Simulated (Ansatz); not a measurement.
## Two structures, one formula

Two relaxed structures of AlH2S, doublet (PBE0-D4/def2-TZVP; forces vanish, vibrations not checked).

A:

```
4
angstrom
Al 1.5512 -0.1968 1.7541
S -0.0621 0.0079 -0.0702
H -1.1985 -0.6643 -0.3896
H -0.1564 0.8363 -1.1427
```

B:

Al1  (0.088, -0.117, -0.104)
S2  (1.616, 0.138, 1.458)
H3  (-1.227, -0.933, 0.307)
H4  (0.899, -0.542, 2.371)
(Å)

Program: Ansatz 0.2.0. Basis: def2-TZVPP. Cores are frozen in the correlated methods; orbitals are unrestricted. B3LYP uses VWN-RPA correlation.

(1) Which structure is lower at CCSD(T), and by how much? (Judge from chemistry; the value comes from the calculation.)

T1 diagnostic: at most 0.025. ⟨S²⟩ of the unrestricted Hartree–Fock references: 0.75 to 0.79 (a pure state has 0.75).

## Answers

(1) By the calculation: B, by 36.88 kcal/mol (electronic energy, against the other). By their contacts, A is AlH₂S ([Al][SH2]) and B is AlH₂S ([AlH][SH]).

All methods give the same order:

```
   method  E(B) − E(A) (kcal/mol)
   PBE-D4                  -31.46
r2SCAN-D4                  -37.36
  PBE0-D4                  -34.52
 B3LYP-D4                  -34.09
  wB97M-V                  -35.00
       HF                  -43.64
      MP2                  -41.09
     CCSD                  -37.37
  CCSD(T)                  -36.88
```

Labels in which every atom is bracketed show which atoms are joined, not bond orders.

For scale, one of the runs: CCSD(T)/def2-TZVPP, 112 basis functions, launched by `ansatz run in.yaml --threads 2 --pin off --events-out ev --progress --plain --max-ram 4352MiB`. Time: 6 s of wall clock on 2 CPU threads of an Arm Neoverse V2; the host was shared. Peak host memory: 0.73 GiB.
